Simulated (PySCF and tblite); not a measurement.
Formic acid, CH2O2, numbered as in [O:1]=[CH:2][OH:3].

Search: ETKDG and KDG, MMFF94s, GFN2-xTB, 90 starts; geometries at PBE0-D3(BJ)/def2-SVP. Energies: B3LYP-D3(BJ)/def2-TZVP, with GFN2-xTB thermal terms (modes under about 100 cm⁻¹ blended into free rotors). Symmetry numbers and mirror images are counted. Conformers within 3 kcal/mol (GFN2-xTB free energy) were kept, 8 at most. GIAO shieldings: B97-2/pcSseg-2. Shifts are against TMS (¹H), TMS (¹³C) at the same level. Run with PySCF (density fitting) and tblite.

Torsions listed: O1–C2–O3–H3.

| conformer | shape | weight % | dipole D |
| --- | --- | --- | --- |
| 1 | 0° | 100.0 | 1.56 |

Problem. How does the computed dipole moment compare with the measured one in the gas phase?

Solution. Computed: 1.56 D in the leading conformer, 1.56 D as root mean square over the ensemble. Measured: 1.41 D (NIST CCCBDB Release 22 (SRD 101), experimental dipoles).
